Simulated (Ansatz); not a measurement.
## GeH2, triplet: the ladder up to UCCSDT(Q)

Geometry: that of the GeH2⁺, doublet, kept fixed.

```yaml
atoms:
  - { symbol: Ge, position_ang: [0.0000, -0.0207, 0.0000] }
  - { symbol: H, position_ang: [0.0000, 0.7445, -1.3499] }
  - { symbol: H, position_ang: [0.0000, 0.7445, 1.3499] }
```

Basis aug-cc-pVDZ; Ansatz 0.2.0. Correlated methods freeze the noble-gas cores and the filled d shells of p-block atoms, which leaves 6 electrons in 40 orbitals. R marks a restricted (for open shells ROHF) determinant, U an unrestricted one. Active spaces: valence = (6e, 6o) chosen from the atoms' valence shells. No spin–orbit coupling is included, and no scalar relativity.

Full CI isn't at hand for all of this; UCCSDT(Q) serves as the reference, and is uncertain by about the last step of the cluster series. The frozen core follows each run's orbitals, which can shift R against U totals by a few meV for light atoms and by up to 0.1 eV past Ca.

The UHF ⟨S²⟩ is 2.006, the T1 diagnostic (RCCSD) is 0.0204 and the largest doubles amplitude (RCCSD) is 0.030. The T1 diagnostic (UCCSD) is 0.0154.

```
   level  E − E(RHF) (eV)
     UHF          -0.0598
    UMP2          -2.0438
   UCCSD          -2.6364
UCCSD(T)          -2.6944
```

(1) Estimate how far UCCSDT(Q) in aug-cc-pVDZ lies from UCCSD(T). The table doesn't fix it; the size of (T) and the diagnostics are the guide.

(1) UCCSDT(Q) in aug-cc-pVDZ lies 0.70 mEh below UCCSD(T), which is 33 % of the (T) step (-2.13 mEh). The diagnostics give no warning, yet the rest is a sizeable part of (T).

The other levels:

```json
{"level": "UCCSDT", "E − E(UCCSDT(Q)) (mEh)": "0.05", "share of correlation (%)": "99.95", "wall time": "–"}
```

The correlation energy at UCCSDT(Q), counted from RHF, is -2.713 eV. That run took 14 s on 1 thread of Arm Neoverse V1, shared host.

Run but not shown, since their state or frozen core can't be matched to the reference's or they repeat it: RHF, RMP2, CISD, RCCSD, RCCSD(T), BCCD(T), RCCSDT, RCCSDT(Q), CASSCF (valence space), NEVPT2 (valence space), MRCISD (valence space), MRCISD+Q (valence space).

Times hold each run's SCF and search for its determinant on a shared host, so for small cases they say little of a method's own cost; they ran on 1 thread of Arm Neoverse V1.

Natural occupations of CASSCF (valence space) about the gap: 1.981 1.965 1.002 1.000 0.032 0.020; effectively unpaired electrons, Σ n²(2−n)², 2.01.
